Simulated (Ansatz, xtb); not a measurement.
## Two structures of BH3Si2

We compare X, `B1[Si][SiH2]1`, a singlet, with Y, a singlet given by its coordinates. Both are isolated molecules in the gas phase, relaxed with r2SCAN-D4/def2-SVP.

X (Å):

```xyz
6

B    -0.1492   -0.9536    0.1451
Si   -1.4317   -0.6043   -1.1472
Si   -0.2701    1.1122   -0.2201
H     0.6678   -1.2425    0.9763
H     0.8016    1.4015    0.7899
H    -0.6604    2.4526   -0.7609
```

Y (Å):

```yaml
atoms:
  - { symbol: B, position_ang: [-1.6494, 2.0812, 0.6268] }
  - { symbol: Si, position_ang: [-1.4047, 1.3194, -1.1277] }
  - { symbol: Si, position_ang: [-2.8930, 0.6582, 0.2436] }
  - { symbol: H, position_ang: [-1.2760, 2.8973, 1.4253] }
  - { symbol: H, position_ang: [-0.6828, 1.2719, -2.4407] }
  - { symbol: H, position_ang: [-4.0384, -0.2187, 0.6518] }
```

Close contacts (Å): B1–Si2 1.93, B1–Si3 1.93, Si2–Si3 2.13, B1–H4 1.20, Si2–H5 1.50, Si3–H6 1.50.

Q: Estimate E(Y) − E(X) at the level CCSD(T)/def2-TZVPP.

A: Calculated at CCSD(T)/def2-TZVPP: E(Y) − E(X) = −1.36 kcal/mol, so structure Y lies lower.

Level by level:

```tsv
level	geometry	E(Y) − E(X) (kcal/mol)	departure from the last row (kcal/mol)	job, with rough time for the two
r2SCAN-D4/def2-SVP	r2SCAN-D4/def2-SVP	−4.63	−3.28	optimisation, 2.1 min
HF/def2-TZVPP	r2SCAN-D4/def2-SVP	−6.09	−4.74	part of the CCSD(T) run
MP2/def2-TZVPP	r2SCAN-D4/def2-SVP	−1.72	−0.37	part of the CCSD(T) run
CCSD(T)/def2-TZVPP	r2SCAN-D4/def2-SVP	−1.36		single point, 84 s
```

The levels shown agree on the order. The largest departure from CCSD(T)/def2-TZVPP is that of HF/def2-TZVPP, 4.74 kcal/mol. Levels run at GFN2-xTB geometries aren't shown.

With harmonic frequencies from r2SCAN-D4/def2-SVP (ideal gas, rigid rotor, one conformer each, 298.15 K, 1 atm): on the last row, ΔE + ΔZPE = −1.24, ΔH = −1.43, ΔG = −0.59 kcal/mol.

The correlated steps freeze 11 core orbitals. Programs: Ansatz 0.2.0; the last row on 1 thread of Intel(R) Xeon(R) Processor @ 2.50GHz (Skylake/Cascade Lake) on a shared host.
